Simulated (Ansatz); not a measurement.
Program: Ansatz. Geometries: PBE0-D4/def2-TZVP. ΔE: electronic, gas phase. CBS: MP2 limit from def2 TZ/QZ plus the TZ coupled-cluster correction, frozen cores. This one scheme is used for every species. DFT in def2-TZVPP. HSE06 is defined as in plane-wave codes.

Reaction (ligand exchange at the Al–N bond): `[AlH2][NH][AlH2]` + CH₃SH → `C[S][AlH2]` + `[NH2][AlH2]`

`[AlH2][NH][AlH2]`:

```xyz
8

Al    0.959    0.015    1.309
N    -0.021   -0.605   -0.049
Al   -0.948    0.291   -1.284
H     1.054    1.584    1.491
H     1.685   -1.019    2.266
H    -0.055   -1.615   -0.131
H    -1.736   -0.524   -2.393
H    -0.937    1.872   -1.209
```

CH₃SH:

```xyz
6

C    -0.254   -0.401    0.125
S    -0.028    1.361   -0.201
H    -0.062   -1.000   -0.764
H    -1.300   -0.526    0.408
H     0.371   -0.738    0.951
H     1.273    1.305   -0.520
```

`C[S][AlH2]`:

```xyz
8

C    -0.615   -0.218    1.219
S    -0.766    1.015   -0.113
Al    0.720    0.347   -1.543
H    -0.349    0.295    2.143
H     0.145   -0.965    0.992
H    -1.577   -0.713    1.349
H     1.554   -0.951   -1.180
H     0.888    1.191   -2.867
```

`[NH2][AlH2]`:

Cartesian coordinates in Å:
```
N -0.477 -0.786 0.183
Al 0.422 0.695 -0.161
H -1.069 -1.267 -0.475
H -0.472 -1.272 1.065
H 0.292 1.319 -1.611
H 1.304 1.311 0.999
```

| level | ΔE (kcal/mol) | difference from CCSD(T)/CBS |
| --- | --- | --- |
| r2SCAN-D4 | -4.6 | -0.7 |
| B97M-V | -4.3 | -0.4 |
| PBE0-D4 | -5.3 | -1.4 |
| CAM-B3LYP-D4 | -3.1 | 0.8 |
| ωB97M-V | -3.7 | 0.2 |
| revPBE | -5.6 | -1.7 |
| HSE06 | -5.3 | -1.4 |
| BHLYP | -3.3 | 0.6 |
| HF/def2-SVP | -2.1 | 1.8 |
| MP2/def2-SVP | -2.0 | 1.9 |
| CCSD(T)/def2-SVP | -2.0 | 1.9 |
| HF/def2-TZVPP | -2.7 | 1.2 |
| SCS-MP2/def2-TZVPP | -2.4 | 1.5 |
| HF/def2-QZVPP | -2.4 | 1.5 |
| MP2/def2-QZVPP | -3.6 | 0.3 |
| MP2/CBS(def2) | -4.2 | -0.3 |
| CCSD(T)/CBS | -3.9 | 0 |

Largest T1 diagnostic among the species: 0.012.

Leaving LDA and LC-ωPBE aside and taking each functional with its dispersion term where it has one, the values, not all of them listed here, spread over 2.6 kcal/mol, from PBE-D4 to CAM-B3LYP-D4. At CCSD(T), def2-SVP lies +1.9 kcal/mol from the extrapolated value and def2-TZVPP +1.0 kcal/mol.
